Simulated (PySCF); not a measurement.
# PH3 (phosphine) at 5 levels

Aim: a comparison of 5 runs (MP2/6-31G, CCSDT/6-31G, CISD/6-31G, CCSD(T)/6-31G, FCI/6-31G) of PH3 (phosphine). The job is set up through a Python script.

Program for the calculation: PySCF 2.14.0.

6 further runs of the same task are left out: 6 set aside as unsound or not needed.

## (1) The structure to begin with

The species is PH3 (4 atoms), meant as a singlet with charge 0. SMILES: `P`. The P1–H4 distance was set to 1.704 Å, away from the relaxed value.

Bond lengths: P1–H2 1.420 Å, P1–H3 1.420 Å. Angles: H2–P1–H3 93.1°. A long bond or contact: P1–H4 1.704 Å.

## (2) A single-point energy at MP2/6-31G (run 1)

File input.py:

```python
from pyscf import gto, scf, mp

mol = gto.Mole()
mol.atom = [
    ('P', (0.409463, -0.596514, -0.271977)),
    ('H', (0.694363, -0.304014, 1.087823)),
    ('H', (-0.942037, -0.933014, 0.003623)),
    ('H', (0.028700, 1.023500, -0.636900)),
]
mol.basis = '6-31g'
mol.charge = 0
mol.verbose = 4
mol.max_memory = 1860
mol.build()

mf = scf.RHF(mol)
mf.conv_tol = 1e-10
mf.kernel()
if not mf.converged:
    mf = mf.newton().run(mf.mo_coeff, mf.mo_occ)

pt = mp.MP2(mf, frozen=5).run()
energy = pt.e_tot
print(f'total energy: {energy:.8f} hartree')
```

Started as:

```sh
$ OMP_NUM_THREADS=1 python input.py
```

Standard output:

```text
PySCF version 2.14.0

[... 56 lines left out ...]
converged SCF energy = -342.376787039372
[... 1 line left out ...]
******** <class 'pyscf.mp.mp2.RMP2'> ********
nocc = 4, nmo = 14
frozen orbitals 5
E(RMP2) = -342.444414758487  E_corr = -0.0676277191149091
E(SCS-RMP2) = -342.452336866106  E_corr = -0.0755498267346153
E_corr(same-spin) = -0.00646550331147188
E_corr(oppo-spin) = -0.0611622158034372
total energy: -342.44441476 hartree
```

Run time: 0.62 s. Hardware: 1 thread of Arm Neoverse V2, shared host; peak memory 0.11 GiB.

## (3) A single-point energy at CCSDT/6-31G (run 2)

File run.py:

```python
from pyscf import gto, cc

mol = gto.M(
    atom=[
    ('P', (0.409463, -0.596514, -0.271977)),
    ('H', (0.694363, -0.304014, 1.087823)),
    ('H', (-0.942037, -0.933014, 0.003623)),
    ('H', (0.028700, 1.023500, -0.636900)),
],
    verbose=3,
    basis='6-31g',
    max_memory=1860,
    charge=0,
)

mf = mol.RHF()
mf.conv_tol = 1e-10
mf.kernel()
if not mf.converged:
    mf = mf.newton().run(mf.mo_coeff, mf.mo_occ)

mycc = cc.CCSDT(mf, frozen=5)
mycc.kernel()
e_tot = mycc.e_tot
print('E = %.10f Eh' % e_tot)
```

Started as:

```sh
$ OMP_NUM_THREADS=1 python run.py
```

Standard output:

```text
converged SCF energy = -342.376787039372
_make_eris_incore_RCCSDT

WARN: A large `blksize` is being used, which may cause large memory consumption
      for storing contraction intermediates. If memory is sufficient, consider using
      `pyscf.cc.rccsdt_highm.RCCSDT` instead.

WARN: A large `blksize_oovv` is being used, which may cause large memory consumption
      for storing contraction intermediates. If memory is sufficient, consider using
      `pyscf.cc.rccsdt_highm.RCCSDT` instead.

WARN: A large `blksize_oooo` is being used, which may cause large memory consumption
      for storing contraction intermediates. If memory is sufficient, consider using
      `pyscf.cc.rccsdt_highm.RCCSDT` instead.

RCCSDT converged
E(RCCSDT) = -342.4698329781298   E_corr = -0.09304593875792756
E_corr(same-spin) = -0.00621061895449922
E_corr(oppo-spin) = -0.0868353198034283
E = -342.4698329781 Eh
```

It took 0.84 s on 1 thread of Arm Neoverse V2, shared host; peak memory 0.12 GiB.

Run 3 isn't shown in full; the table further down has it.

## (4) A single-point energy at CCSD(T)/6-31G (run 4)

File job.py:

```python
from pyscf import gto, cc

system = gto.M(
    atom='''
P    0.409463  -0.596514  -0.271977
H    0.694363  -0.304014   1.087823
H   -0.942037  -0.933014   0.003623
H    0.028700   1.023500  -0.636900
''',
    basis='6-31g',
    verbose=3,
    max_memory=1860,
)

myscf = system.RHF()
myscf.conv_tol = 1e-10
myscf.kernel()
if not myscf.converged:
    myscf = myscf.newton().run(myscf.mo_coeff, myscf.mo_occ)

mycc = cc.CCSD(myscf, frozen=5)
mycc.kernel()
e_t = mycc.ccsd_t()
e_final = mycc.e_tot + e_t
print(f'total energy: {e_final:.8f} hartree')
```

Started as:

```sh
$ OMP_NUM_THREADS=1 python job.py
```

Standard output:

```text
converged SCF energy = -342.376787039372
E(CCSD) = -342.4686571992727  E_corr = -0.091870159900918
CCSD(T) correction = -0.000943047246328468
total energy: -342.46960025 hartree
```

Wall time 0.7 s (1 thread of Arm Neoverse V2, shared host); peak memory 0.12 GiB.

## (5) A single-point energy at FCI/6-31G (run 5)

File job.py:

```python
from pyscf import gto, scf, mcscf

system = gto.M(
    atom='''
P      0.773773    -1.127248    -0.513962
H      1.312156    -0.574503     2.055688
H     -1.780192    -1.763141     0.006846
H      0.054235     1.934135    -1.203567
''',
    verbose=3,
    spin=0,
    basis='6-31g',
    unit='bohr',
    max_memory=1860,
)

calc0 = scf.RHF(system)
calc0.conv_tol = 1e-10
calc0.kernel()
if not calc0.converged:
    calc0 = calc0.newton().run(calc0.mo_coeff, calc0.mo_occ)

cas = mcscf.CASCI(calc0, calc0.mo_coeff.shape[-1] - 5, (system.nelec[0] - 5, system.nelec[1] - 5))  # full CI above the frozen core
cas.fix_spin_(ss=0.0)
cas.kernel()
etot = cas.e_tot
print('E = %.10f Eh' % etot)
```

Started as:

```sh
$ OMP_NUM_THREADS=1 python job.py
```

Standard output:

```text
converged SCF energy = -342.376787022093
CASCI E = -342.469913962744  E(CI) = -14.1370568622272  S^2 = 0.0000000
E = -342.4699139627 Eh
```

It took 28 s on 1 thread of Arm Neoverse V2, shared host; peak memory 0.32 GiB.

## (6) Overview of the runs

```
run          level  energy (Eh)  dipole moment (D) of the reference  HOMO energy (eV)  LUMO energy (eV)  wall time
  1      MP2/6-31G  -342.444415                                1.10            -10.60              3.24     0.62 s
  2    CCSDT/6-31G  -342.469833                                1.10            -10.60              3.24     0.84 s
  3     CISD/6-31G  -342.464533                                1.10            -10.60              3.24     0.64 s
  4  CCSD(T)/6-31G  -342.469600                                1.10            -10.60              3.24      0.7 s
  5      FCI/6-31G  -342.469914                                1.10            -10.60              3.24       28 s
```

## (7) Outcome

| quantity | value |
| --- | --- |
| run 5: total energy | -342.46991 Eh |
| run 5: dipole moment (Hartree–Fock density) | 1.10 D |
| run 5: HOMO energy (Hartree–Fock orbitals) | -10.60 eV |
| run 5: LUMO energy (Hartree–Fock orbitals) | 3.24 eV |
| run 5: HOMO–LUMO gap (Hartree–Fock orbitals) | 13.84 eV |
| run 5: correlation energy (5 core orbitals frozen) | -93.1 mEh |

In words: Against full CI in this basis: MP2 +25.5 mEh; CCSDT +0.1 mEh; CISD +5.4 mEh; CCSD(T) +0.3 mEh. All runs together took 31 s, the longest 28 s.
